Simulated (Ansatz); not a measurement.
Species: C3H8O, net charge 0, singlet state. SMILES: CCOC
Coordinates optimised at B3LYP-D3(BJ)/def2-TZVP (Ansatz, a first-principles code):
```
C
H 1 1.0999
H 1 1.0999 2 107.18
O 1 1.4156 2 109.77 3 119.17
C 4 1.4088 1 112.87 2 -58.78
H 5 1.0890 4 107.48 1 180.00
H 5 1.0982 6 109.00 4 120.97
H 5 1.0982 6 109.00 7 118.06
C 1 1.5130 2 110.66 3 -120.74
H 9 1.0908 1 110.53 2 179.36
H 9 1.0908 10 108.33 1 -121.24
H 9 1.0915 10 108.52 11 -117.64
```
Charge 0, spin multiplicity 1.

Parts of the frozen-core correlation energy in 6-31G* (Ansatz, hartree). Frozen orbitals: 4; correlated occupied orbitals by spin: 13 and 13; virtual: 59 and 59. Spin-orbit coupling is left out. Non-relativistic.

```
term                            value
-------------------------  ----------
reference (HF)             -193.10394
MP2 opposite-spin            -0.43263
MP2 same-spin                       …
CCSD correlation                    …
(T)                                 …
T1 diagnostic                   0.009
largest doubles amplitude       0.022
```

What belongs in the gaps?


- MP2 same-spin, value: -0.13777
- CCSD correlation, value: -0.61599
- (T), value: -0.01591
